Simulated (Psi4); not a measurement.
# One shape, several levels: doublet CH2ClF+

Wanted: a comparison of 6 runs (U-r2SCAN/aug-cc-pVDZ, U-revPBE/aug-cc-pVDZ, UBLYP/aug-cc-pVDZ, UM06-L/aug-cc-pVDZ, UPBE0/aug-cc-pVDZ, UTPSS/aug-cc-pVDZ) of doublet CH2ClF+. 

The calculation is run with Psi4 1.11.

1 further run of the same task is left out (set aside as unsound or not needed).

## 1. The system as given

CH2ClF+ has 5 atoms, charge +1, and is taken as a doublet. SMILES of the parent species: `FCCl`. The shape is that of a PBE0-D4/def2-TZVP optimisation. That shape belongs to the parent species and isn't relaxed for this state.

Bond lengths: F1–C2 1.355 Å, C2–Cl3 1.766 Å, C2–H4 1.089 Å, C2–H5 1.089 Å. Angles: F1–C2–Cl3 110.5°, F1–C2–H4 109.3°, F1–C2–H5 109.3°, Cl3–C2–H4 107.8°, Cl3–C2–H5 107.8°, H4–C2–H5 112.3°.

## 2. Energy and forces at U-r2SCAN/aug-cc-pVDZ (run 1)

ch2clf.py

```python
import psi4

psi4.set_memory('2200 MB')
psi4.set_num_threads(1)
psi4.core.set_output_file('psi4.out', False)

m = psi4.geometry("""
1 2
F
C 1 1.354563
Cl 2 1.766415 1 110.48425
H 2 1.089325 1 109.25586 3 -118.39153
H 2 1.089323 4 112.30057 1 121.38929
symmetry c1
""")

psi4.set_options({
    'basis': 'aug-cc-pVDZ',
    'reference': 'uks',
    'puream': True,
    'e_convergence': 1e-09,
    'd_convergence': 1e-08,
    'scf_type': 'pk',
    'dft_radial_points': 99,
    'dft_spherical_points': 590,
    'maxiter': 100,
})

energy_value, wavefunction = psi4.gradient('r2scan', molecule=m, return_wfn=True)
print('gradient / Eh bohr^-1')
print(energy_value.np.round(6))
print(f'energy = {wavefunction.energy():.10f} Eh')
```

Launch:

```sh
python ch2clf.py
```

psi4.out:

```text
[...]
  Running in c1 symmetry.
[...]
  Nuclear repulsion =  101.669878363896174
[...]
  Multiplicity = 2
[...]
  Nalpha       = 17
  Nbeta        = 16
[...]
    Number of basis functions: 91
[...]
   @UKS iter   1:  -598.70103135487977    3.18527e-01   5.51664e-03 ADIIS/DIIS
[...]
   @UKS iter  14:  -598.84785109049153   -6.82121e-13   4.59835e-09 DIIS
[...]
   @S^2 Observed:                7.530513810E-01
[...]
  @UKS Final Energy:  -598.84785109049153
   => Energetics <=
    Nuclear Repulsion Energy =            101.6698783638961743
    One-Electron Energy =               -1018.6443090194286469
    Two-Electron Energy =                 362.5179474064451597
    DFT Exchange-Correlation Energy =     -44.3913678414042039
    Empirical Dispersion Energy =           0.0000000000000000
    VV10 Nonlocal Energy =                  0.0000000000000000
    Total Energy =                       -598.8478510904915311
[...]
  -Total Gradient:
     Atom            X                  Y                   Z
    ------   -----------------  -----------------  -----------------
       1       -0.000000169673    -0.003598590444    -0.017667005298
       2        0.000001015940     0.029417892617     0.045178658999
       3        0.000000017705    -0.007257032090    -0.003111597907
       4        0.015075813827    -0.009776735910    -0.012012197352
       5       -0.015076678280    -0.009777345040    -0.012012413503
[...]
```

The script printed:

```text
gradient / Eh bohr^-1
[[-0.0000e+00 -3.5990e-03 -1.7667e-02]
 [ 1.0000e-06  2.9418e-02  4.5179e-02]
 [ 0.0000e+00 -7.2570e-03 -3.1120e-03]
 [ 1.5076e-02 -9.7770e-03 -1.2012e-02]
 [-1.5077e-02 -9.7770e-03 -1.2012e-02]]
energy = -598.8478510905 Eh
```

Wall time 42 s (1 thread of Intel Xeon 6975P-C (Granite Rapids), shared host); peak memory 1.3 GiB.

## 3. Energy and gradient at U-revPBE/aug-cc-pVDZ (run 2)

calc.in

```
memory 2200 mb

molecule {
  1 2
  F     -0.970450     0.560520     0.766500
  C      0.083560     0.089320     0.058070
  Cl    -0.422970    -1.232890    -0.998060
  H      0.832130    -0.302600     0.745580
  H      0.477720     0.885670    -0.572080
  units angstrom
  symmetry c1
  no_reorient
  no_com
}

set {
  basis aug-cc-pVDZ
  reference uks
  puream true
  e_convergence 1e-09
  d_convergence 1e-08
  scf_type pk
  dft_radial_points 99
  dft_spherical_points 590
  maxiter 100
}

e, wfn = gradient('revpbe', return_wfn=True)
```

Launch:

```sh
psi4 -i calc.in -o calc.out -n 1
```

calc.out:

```text
[...]
  Running in c1 symmetry.
[...]
  Nuclear repulsion =  101.669889195457586
[...]
  Multiplicity = 2
[...]
  Nalpha       = 17
  Nbeta        = 16
[...]
    Number of basis functions: 91
[...]
   @UKS iter   1:  -598.64930049690122    3.61668e-01   5.99703e-03 DIIS/ADIIS
[...]
   @UKS iter  13:  -598.82677508906499   -2.92175e-11   4.12627e-09 DIIS
[...]
   @S^2 Observed:                7.514961587E-01
[...]
  @UKS Final Energy:  -598.82677508906499
   => Energetics <=
    Nuclear Repulsion Energy =            101.6698891954575856
    One-Electron Energy =               -1018.6472075064634737
    Two-Electron Energy =                 362.5078890257748299
    DFT Exchange-Correlation Energy =     -44.3573458038339865
    Empirical Dispersion Energy =           0.0000000000000000
    VV10 Nonlocal Energy =                  0.0000000000000000
    Total Energy =                       -598.8267750890649950
[...]
  -Total Gradient:
     Atom            X                  Y                   Z
    ------   -----------------  -----------------  -----------------
       1       -0.006657157917    -0.002405578913    -0.000378535700
       2        0.047741554786     0.007892802169    -0.005724678462
       3       -0.005345888312     0.002504391480     0.003696363568
       4       -0.021514751119     0.008255473535    -0.012381925608
       5       -0.014207716362    -0.016245206026     0.014786158863
[...]
```

Wall time 23 s (1 thread of Intel Xeon 6975P-C (Granite Rapids), shared host); peak memory 1.2 GiB.

Run 3 isn't shown in full; the table further down has it.

## 4. Energy and gradient at UM06-L/aug-cc-pVDZ (run 4)

job.dat

```
memory 2.2 GB

molecule geom {
  1 2
  F     -0.970450     0.560520     0.766500
  C      0.083560     0.089320     0.058070
  Cl    -0.422970    -1.232890    -0.998060
  H      0.832130    -0.302600     0.745580
  H      0.477720     0.885670    -0.572080
  symmetry c1
  no_reorient
  no_com
}

set {
  basis                aug-cc-pVDZ
  reference            uks
  puream               true
  e_convergence        1e-09
  d_convergence        1e-08
  scf_type             pk
  dft_radial_points    99
  dft_spherical_points 590
  maxiter              100
}

e_tot, wfn = gradient("m06-l", return_wfn=True)
oeprop(wfn, "MULLIKEN_CHARGES", "DIPOLE", "MAYER_INDICES")
```

Launch:

```sh
psi4 job.dat job.out -n 1
```

job.out:

```text
[...]
  Running in c1 symmetry.
[...]
  Nuclear repulsion =  101.669889195457586
[...]
  Multiplicity = 2
[...]
  Nalpha       = 17
  Nbeta        = 16
[...]
    Number of basis functions: 91
[...]
   @UKS iter   1:  -598.77350523847963    2.86218e-01   5.48657e-03 ADIIS/DIIS
[...]
   @UKS iter  13:  -598.91863133284551   -1.96678e-11   5.22312e-09 DIIS
[...]
   @S^2 Observed:                7.524573130E-01
[...]
  @UKS Final Energy:  -598.91863133284551
   => Energetics <=
    Nuclear Repulsion Energy =            101.6698891954575856
    One-Electron Energy =               -1018.7382452775830188
    Two-Electron Energy =                 362.6329654993907070
    DFT Exchange-Correlation Energy =     -44.4832407501108165
    Empirical Dispersion Energy =           0.0000000000000000
    VV10 Nonlocal Energy =                  0.0000000000000000
    Total Energy =                       -598.9186313328455071
[...]
  -Total Gradient:
     Atom            X                  Y                   Z
    ------   -----------------  -----------------  -----------------
       1       -0.020537420672     0.005469492681     0.010456657870
       2        0.058101068798     0.004301781363    -0.011749526907
       3       -0.007612657622    -0.005281826209    -0.002715577659
       4       -0.017613469381     0.006585627113    -0.007721220074
       5       -0.012365035673    -0.011012904202     0.011793133387
[...]
```

Run time: 38 s. Hardware: 1 thread of Intel Xeon 6975P-C (Granite Rapids), shared host; peak memory 1.3 GiB.

Run 5 isn't shown in full; the table further down has it.

## 5. Energy and gradient at UTPSS/aug-cc-pVDZ (run 6)

ch2clf.dat

```
memory 2200 mb

molecule m {
  1 2
  F
  C 1 1.354563
  Cl 2 1.766415 1 110.48425
  H 2 1.089325 1 109.25586 3 -118.39153
  H 2 1.089323 4 112.30057 1 121.38929
  symmetry c1
}

set basis aug-cc-pVDZ
set reference uks
set puream true
set e_convergence 1e-09
set d_convergence 1e-08
set scf_type pk
set dft_radial_points 99
set dft_spherical_points 590
set maxiter 100

e_tot, wfn = gradient('tpss', return_wfn=True)
oeprop(wfn, 'MULLIKEN_CHARGES', 'QUADRUPOLE', 'DIPOLE')
```

Launch:

```sh
psi4 ch2clf.dat ch2clf.out -n 1
```

ch2clf.out:

```text
[...]
  Running in c1 symmetry.
[...]
  Nuclear repulsion =  101.669878363896174
[...]
  Multiplicity = 2
[...]
  Nalpha       = 17
  Nbeta        = 16
[...]
    Number of basis functions: 91
[...]
   @UKS iter   1:  -598.82305470214294    3.34881e-01   5.81318e-03 DIIS/ADIIS
[...]
   @UKS iter  14:  -598.98694498743316   -4.54747e-13   6.60449e-09 DIIS
[...]
   @S^2 Observed:                7.522301917E-01
[...]
  @UKS Final Energy:  -598.98694498743316
   => Energetics <=
    Nuclear Repulsion Energy =            101.6698783638961743
    One-Electron Energy =               -1018.7261341816774802
    Two-Electron Energy =                 362.6051106899264482
    DFT Exchange-Correlation Energy =     -44.5357998595781694
    Empirical Dispersion Energy =           0.0000000000000000
    VV10 Nonlocal Energy =                  0.0000000000000000
    Total Energy =                       -598.9869449874331622
[...]
  -Total Gradient:
     Atom            X                  Y                   Z
    ------   -----------------  -----------------  -----------------
       1       -0.000000163875    -0.004487451214    -0.007712937110
       2        0.000001005040     0.024514135126     0.036629767626
       3        0.000000014110    -0.000096551571    -0.006066815850
       4        0.015519383888    -0.009958713499    -0.011414580502
       5       -0.015520238972    -0.009959314646    -0.011414801760
[...]
```

Wall time 47 s (1 thread of Intel Xeon 6975P-C (Granite Rapids), shared host); peak memory 1.4 GiB.

## 6. All runs side by side

```csv
run,level,task,energy (Eh),HOMO energy (eV),LUMO energy (eV),⟨S²⟩,wall time
1,U-r2SCAN/aug-cc-pVDZ,gradient,-598.847851,-16.21,-15.08,0.753,42 s
2,U-revPBE/aug-cc-pVDZ,gradient,-598.826775,-15.73,-15.02,0.751,23 s
3,UBLYP/aug-cc-pVDZ,gradient,-598.922862,-15.64,-14.98,0.751,23 s
4,UM06-L/aug-cc-pVDZ,gradient,-598.918631,-16.10,-15.16,0.752,38 s
5,UPBE0/aug-cc-pVDZ,energy,-598.647196,-17.61,-14.32,0.753,18 s
6,UTPSS/aug-cc-pVDZ,gradient,-598.986945,-15.94,-15.06,0.752,47 s
```

## 7. Outcome

```
                                 quantity          value
                      run 6: total energy  -598.98694 Eh
run 6: HOMO energy (highest over α and β)      -15.94 eV
 run 6: LUMO energy (lowest over α and β)      -15.06 eV
                              run 6: ⟨S²⟩          0.752
          run 6: largest force on an atom     2.266 eV/Å
```

What this shows: Totals of different functionals can't be ranked against each other. All runs together took 3.2 min, the longest 47 s.
